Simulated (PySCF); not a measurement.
## Frontier orbitals and the lowest excitations

Species: 3-chlorothiophene, C₄H₃ClS.
Bonds: Cl1–C2, C2–C3 (aromatic), C3–C4 (aromatic), C4–S5 (aromatic), S5–C6 (aromatic), C2–C6 (aromatic). Hydrogens: H7 on C3; H8 on C4; H9 on C6.

Computed, not measured: TDDFT CAM-B3LYP/def2-SVPD, vertical, gas phase, core orbitals frozen in the response in PySCF. Isolated species at its GFN2-xTB geometry, gas phase.

Frontier orbitals with the atoms that hold most of them (Löwdin shares over 4%, at most four atoms; ? is withheld):

| orbital | ε (eV) | atoms |
| --- | --- | --- |
| HOMO-3 | -11.26 | Cl1 54%, S5 17%, C2 12%, C4 9% |
| HOMO-2 | -10.45 | Cl1 76%, C2 9%, C6 4%, S5 4% |
| HOMO-1 | -8.77 | C3 28%, S5 27%, C4 19%, C6 13% |
| HOMO | ? | ? |
| LUMO | 0.29 | ? |
| LUMO+1 | 0.98 | S5 63%, Cl1 12%, H8 6%, C4 6% |
| LUMO+2 | 1.27 | S5 57%, Cl1 10%, H9 8%, C6 6% |

Which atoms hold the LUMO, and with what shares?

S5 (bonded to 2 C) 22%; C4 (bonded to C, S and H) 22%; C6 (bonded to C, S and H) 20%; C2 (bonded to 2 C and Cl) 13%. By element: carbon 55% or more, sulfur 22%.

Which atoms hold the HOMO, and with what shares?

C6 (bonded to C, S and H) 21%; C2 (bonded to 2 C and Cl) 21%; Cl1 (bonded to C) 20%; S5 (bonded to 2 C) 16%. By element: carbon 42% or more, chlorine 20%, sulfur 16%.

What is the HOMO energy, and the HOMO–LUMO gap?

ε(HOMO) = -8.27 eV; the gap is 8.56 eV (0.3145 hartree).

How does S1 compare with the orbital gap of 8.56 eV?

S1 is at 5.62 eV (f = 0.091), 2.93 eV below the gap, made of HOMO→LUMO (91%). 

One configuration dominates each of S1, S2, S3 and S4. Which, and how do the shares of the two leading atoms of either orbital change from the occupied to the empty one?

- S1 (5.62 eV, f 0.091), HOMO→LUMO (91%): C6 21% → 20%, C2 21% → 13%, S5 16% → 22%, C4 at most 17% → 22%
- S2 (5.97 eV, f 0.078), HOMO-1→LUMO (86%): C3 28% → at most 13%, S5 27% → 22%, C4 19% → 22%
- S3 (5.99 eV, f 0.0006), HOMO→LUMO+1 (79%): C6 21% → at most 6%, C2 21% → at most 6%, S5 16% → 63%, Cl1 20% → 12%
- S4 (6.40 eV, f 0.0013), HOMO-1→LUMO+1 (76%): C3 28% → at most 6%, S5 27% → 63%, Cl1 at most 14% → 12%

The run took 14 s of wall time on one thread, Arm Neoverse V2 (shared host).
